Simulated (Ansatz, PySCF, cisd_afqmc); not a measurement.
Species: H₂S, charge 0, singlet. H2S (sulfane, SMILES S).
B3LYP-D3(BJ)/def2-TZVP minimum from Ansatz (a program for electronic structure):
```
S
H 1 1.3426
H 1 1.3426 2 92.55
```
Charge 0, spin multiplicity 1.

Atomisation energy term by term, kcal/mol (programs: Ansatz, cisd_afqmc). UHF or UKS for unpaired electrons; spin-orbit terms are left out. Cores are frozen in correlated methods. Rows without X2C or -DK are non-relativistic. AFQMC/CISD: phaseless, guided by CISD from CCSD amplitudes; bars are statistical, one sigma. Outlying blocks are dropped, and bars are widened where a walk drifts. Over all cases where full CI ran beside it in this data, AFQMC minus full CI had a median of +0.1 mEh and passed +0.4 mEh in a tenth of the cases. CBS(X,Y): correlation extrapolated as X^-3, Hartree-Fock from the larger set (Q,5: extrapolated as (X+1)exp(-9√X)). A bracket is a step between two methods taken in the basis named. 'core' is core correlation in cc-pwCVTZ (1s frozen past Ne), 'X2C' scalar relativity in cc-pVTZ-DK, both at CCSD(T). Where a partner has so few electrons that a lower coupled-cluster level is exact, that level stands in.

```
term                                                          basis  kcal/mol
-----------------------  ------------------------------------------  --------
Hartree-Fock                           CBS(cc-pV(Q+d)Z,cc-pV(5+d)Z)    129.67
CCSD correlation                       CBS(cc-pV(Q+d)Z,cc-pV(5+d)Z)     51.49
(T)                                    CBS(cc-pV(Q+d)Z,cc-pV(5+d)Z)      2.41
CCSDT(Q) - CCSD(T)                                      cc-pV(5+d)Z      0.07
CCSDTQ - CCSDT(Q)                                       cc-pV(T+d)Z      0.00
core correlation                                          cc-pwCVTZ      0.38
scalar relativity                                   X2C, cc-pVTZ-DK     -0.39
minus zero-point energy  Hessian by PySCF at B3LYP-D3(BJ)/def2-TZVP     -9.43
sum: D0                                                                 174.2
```

The step beyond CCSD(T) by other levels: CCSDTQ in cc-pV(D+d)Z 0.17; AFQMC/CISD in cc-pV(D+d)Z 0.31 ± 0.12; CCSDT(Q) in cc-pV(D+d)Z 0.17; CCSDTQ in cc-pV(T+d)Z 0.08; AFQMC/CISD in cc-pV(T+d)Z 0.11 ± 0.13; CCSDT(Q) in cc-pV(T+d)Z 0.08; CCSDT(Q) in cc-pV(Q+d)Z 0.07 kcal/mol.
